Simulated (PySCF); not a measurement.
Scan of CH3, doublet: map of symmetric stretch and umbrella angle. Scanned: C-H bond length and angle between the C-H bonds and the threefold axis (90 = planar).

Cartesian coordinates as functions of the variables (Å; names that start with a are angles):
```
C  0  0  0
H  r*sin(a)*cos(0*2*pi/3+0)  r*sin(a)*sin(0*2*pi/3+0)  0+r*cos(a)
H  r*sin(a)*cos(1*2*pi/3+0)  r*sin(a)*sin(1*2*pi/3+0)  0+r*cos(a)
H  r*sin(a)*cos(2*2*pi/3+0)  r*sin(a)*sin(2*2*pi/3+0)  0+r*cos(a)
```

Computed with PySCF 2.14.0 with unrestricted Hartree-Fock/STO-3G.

Energy in mEh above the lowest grid point; x is the C-H bond length (Å), y the angle between the C-H bonds and the threefold axis (90 = planar) (°).

```csv
y \ x,0.95,1.02,1.06,1.11,1.17,1.21,1.27,1.31,1.35
130,182.3,128.7,114.5,109.6,118.5,131.6,159.3,181.9,207.2
127.20,154.8,102.6,89.1,85.1,95.0,108.7,137.4,160.7,186.7
123.20,123.3,72.6,60.0,56.9,68.1,82.5,112.3,136.4,163.1
119.20,99.4,50.0,38.0,35.8,47.9,62.9,93.6,118.3,145.6
115.20,81.9,33.6,22.2,20.6,33.5,49.1,80.6,105.7,133.5
111.20,69.6,22.3,11.4,10.6,24.2,40.3,72.4,97.9,126.1
107.20,61.4,15.1,4.8,4.6,19.0,35.5,68.2,94.1,122.5
103.20,56.5,11.2,1.4,1.8,16.9,33.8,67.0,93.1,121.8
99.20,53.9,9.5,0.1,1.1,16.8,34.0,67.6,94.0,122.8
95.20,52.8,9.0,0.0,1.4,17.5,35.0,68.9,95.5,124.3
90,52.4,8.9,0.1,1.7,18.1,35.7,69.8,96.4,125.3
```

Points that lie below all their neighbours on the grid: x = 1.06, y = 95.20 (0.0 mEh).
